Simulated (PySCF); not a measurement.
Compound: BH6N.
Bonds: B1–N2. Hydrogens: H3, H4, H5 on B1; H6, H7, H8 on N2.

Theory: PBE0-D3(BJ)/def2-SVP geometry optimisation, gas phase (PySCF 2.14.0).

Q: List the bond lengths and angles at this level.

A: 
| bond | length (Å) |
| --- | --- |
| B1–N2 | 1.635 |
| B1–H3, B1–H4, B1–H5 | 1.225 |
| N2–H6, N2–H7, N2–H8 | 1.020 |

Bonds in one row agree within 0.01 Å and their mean is given. A selection of angles:
| angle | degrees |
| --- | --- |
| N2–B1–H3 | 105.5 |
| H3–B1–H4 | 113.2 |
| B1–N2–H6 | 111.2 |
| H6–N2–H7 | 107.7 |

B1 (four-coordinate boron) is distorted tetrahedral (angles from 105.4° to 113.2°). N2 (nitrogen bonded to B and 3 H) is tetrahedral (angles from 107.7° to 111.2°).

Point group: C3v (tolerance 0.08 Å). Stationary, but not proved a minimum.

Time: 5.5 s; peak memory 0.28 GiB. Hardware: one thread, Intel Xeon Platinum 8259CL at 2.50 GHz (x86_64), shared host with 96 logical CPUs at a one-minute load of 20. These figures are those of the optimisation.
